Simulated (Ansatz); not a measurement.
**BSiH2+ (quintet): the correlation ladder, cc-pVDZ**

How much of the correlation energy of BSiH2+ (quintet) does each wave-function method recover here?

Method: cc-pVDZ, core rule «outside noble gas», up to 6 orbitals frozen; program: Ansatz 0.2.0, Gaussian basis.

Plan: UHF; CCSD(T) on ROHF; CCSD(T) on UHF; BCCD(T) on ROHF; CISD; CCSDT(Q) on ROHF; CCSDT(Q) on UHF; CCSDTQ on ROHF; CCSDTQ on UHF; CASSCF and MRCISD+Q, 8 electrons in 10 orbitals; CASSCF and NEVPT2, 8 electrons in 10 orbitals.

3 further runs of the same task are left out: 3 set aside as unsound or not needed.

## 1. The geometry

The geometry is a PBE0/def2-TZVP stationary point (not a proven minimum) of the parent state, kept for this charge and spin.

4 atoms, charge 1, spin multiplicity 5.

Atoms are counted from 1 here; the program's logs count them from 0.

Bond lengths: Si1–B2 1.915 Å, Si1–H3 1.512 Å, B2–H4 1.193 Å. Angles: B2–Si1–H3 126.7°, Si1–B2–H4 134.2°.

## 2. UHF

The input, in.yaml:

```yaml
crystal:
  periodic: [false, false, false]
  atoms:
    - {symbol: Si, position_ang: [0.000000, -0.047060, 0.551810]}
    - {symbol: B, position_ang: [0.000000, -0.060513, -1.363344]}
    - {symbol: H, position_ang: [0.000000, 1.171072, 1.447364]}
    - {symbol: H, position_ang: [0.000000, 0.789266, -2.200146]}
basis:
  gaussian: {orbitals: cc-pVDZ}
total_charge: 1
magnetization: {spin_polarized: true, initial_magnetization: 4}
hamiltonian: {xc: hf}
output: {orbitals: {seedname: orbitals}}
```

Launch:

```sh
$ ansatz run in.yaml --threads 1 --pin off --events-out ev --progress --plain --max-ram 4096MiB --backend cpu
```

After this run come: CCSD(T) on ROHF; CCSD(T) on UHF; BCCD(T) on ROHF; CISD; CCSDT(Q) on ROHF; CCSDT(Q) on UHF; CCSDTQ on ROHF; CCSDTQ on UHF; CASSCF and MRCISD+Q, 8 electrons in 10 orbitals; CASSCF and NEVPT2, 8 electrons in 10 orbitals.

Q: Predict the results of all the runs planned. Wanted: UCCSDTQ below the RHF energy; RMP2 from UCCSDTQ; UMP2 from UCCSDTQ; RCCSD from UCCSDTQ; RCCSD(T) from UCCSDTQ; UCCSD(T) from UCCSDTQ; RCCSDT(Q) from UCCSDTQ; UCCSDT(Q) from UCCSDTQ; NEVPT2 valence from UCCSDTQ.

**Answer**, as computed:

```
                         quantity                                                            value
     UCCSDTQ below the RHF energy                                                       -4.0897 eV
                RMP2 from UCCSDTQ                                                    +115.0 kJ/mol
                UMP2 from UCCSDTQ                                                    +112.9 kJ/mol
               RCCSD from UCCSDTQ                                                     +19.4 kJ/mol
            RCCSD(T) from UCCSDTQ                                                      +5.5 kJ/mol
            UCCSD(T) from UCCSDTQ                                                      +5.5 kJ/mol
           RCCSDT(Q) from UCCSDTQ                                                      +0.2 kJ/mol
           UCCSDT(Q) from UCCSDTQ                                                      +0.1 kJ/mol
      NEVPT2 valence from UCCSDTQ                                                     +59.5 kJ/mol
    MRCISD+Q valence from UCCSDTQ                                                      +1.7 kJ/mol
levels within 1 kcal/mol (43 meV)  RCCSDT, UCCSDT, RCCSDT(Q), UCCSDT(Q), RCCSDTQ, MRCISD+Q valence
                    T1 diagnostic                                                            0.050
   effectively unpaired electrons                                                             4.03
```

In words: RCCSD(T) lands +5.5 kJ/mol from the yardstick (1.4 % of the correlation energy). The occupations are near whole numbers, but T1 = 0.050 shows that the orbitals relax strongly. Of the multireference levels listed MRCISD+Q valence comes nearest in total energy (+1.7 kJ/mol), which doesn't show that its space is the better one. These misses are within one basis, not against nature; the frozen cores of restricted and unrestricted runs differ, which can shift their rows.
